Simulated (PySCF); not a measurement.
Gas-phase reaction: 2 HBO₂ + 4 HO₂ → 2 B(OH)₃ + 3 O₂

Energies from PySCF, thermal terms from the rigid-rotor harmonic-oscillator model, ideal gas at 1 bar. † marks an energy on the PBE0/def2-TZVP geometry and frequencies; other levels use their own. CCSD(T) freezes the core. 6-31G* has spherical d functions here. Open shells (unrestricted): HO₂ (multiplicity 2), O₂ (multiplicity 3); the rest are closed-shell singlets. B3LYP is the form with VWN-RPA correlation. CCSD(T) isn't extrapolated to the basis-set limit.

```tsv
level	ΔH°(298 K), kJ
B3LYP/6-31G*	-917
BLYP/def2-TZVP†	-859
CCSD(T)/def2-SVP†	…
CCSD(T)/def2-TZVPP†	…
HF/6-31G*	-976
PBE/def2-SVP	…
PBE0/def2-QZVP†	-953
r2SCAN/def2-TZVP†	…
```

**Question.** What belongs in the gaps?

**Answer.** 
- CCSD(T)/def2-SVP†, ΔH°(298 K), kJ: -996
- CCSD(T)/def2-TZVPP†, ΔH°(298 K), kJ: -970
- PBE/def2-SVP, ΔH°(298 K), kJ: -949
- r2SCAN/def2-TZVP†, ΔH°(298 K), kJ: -977
